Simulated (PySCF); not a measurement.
A species of formula C4H6FN has this rotational fingerprint, computed with PySCF 2.14.0, PBE0-D3(BJ)/def2-SVP geometry optimisation, gas phase:

- Rotational constants: A = 7546, B = 2458, C = 1879 MHz
- Dipole components: |μa| = 0.28 D, |μb| = 2.03 D, |μc| = 0.04 D
- Inertial defect: -3.69 u·Å²
- κ: -0.80

Task: Which candidate fits, each taken in the one conformer that was computed?
A. `[NH:1]=[C:2]1[CH2:3][CH:4]([F:5])[CH2:6]1` with N1–C2–C3–C4 -159°, C2–C3–C4–F5 -134°, C3–C4–C6–C2 15°, N1–C2–C6–C4 159°
B. `[CH2:1]=[C:2]([F:3])/[N:4]=[CH:5]\[CH3:6]` with C1–C2–N4–C5 170°
C. `[CH2:1]=[C:2]([F:3])/[CH:4]=[N:5]\[CH3:6]` with C1–C2–C4–N5 -7°
D. `[H]/[N:6]=[C:4](/[C:2](=[CH2:1])[F:3])[CH3:5]` with C1–C2–C4–C5 -177°

Result: C. It is C=C(F)/C=N\C, an asymmetric top. The candidates at the same level (rigid rotor, commonest isotopes):

```csv
SMILES,A (MHz),B (MHz),C (MHz),μa (D),μb (D),μc (D),Δ (u·Å²),point group,rotor
N=C1CC(F)C1,10195,2423,2093,0.21,1.39,0.53,-16.72,–,near-prolate asymmetric top
C=C(F)/C=N\C,7546,2458,1879,0.28,2.03,0.04,-3.69,near Cs,asymmetric top
C=C(F)/N=C\C,7747,2677,2029,1.32,0.26,0.21,-4.97,C1,asymmetric top
[H]/N=C(\C)C(=C)F,5180,3501,2117,1.14,0.95,0.08,-3.23,near Cs,asymmetric top
```

`C=C(F)/N=C\C` has B 9 % too high; `[H]/N=C(\C)C(=C)F` has B 42 % too high; `N=C1CC(F)C1` has A 35 % too high. No structure here is proved a minimum.
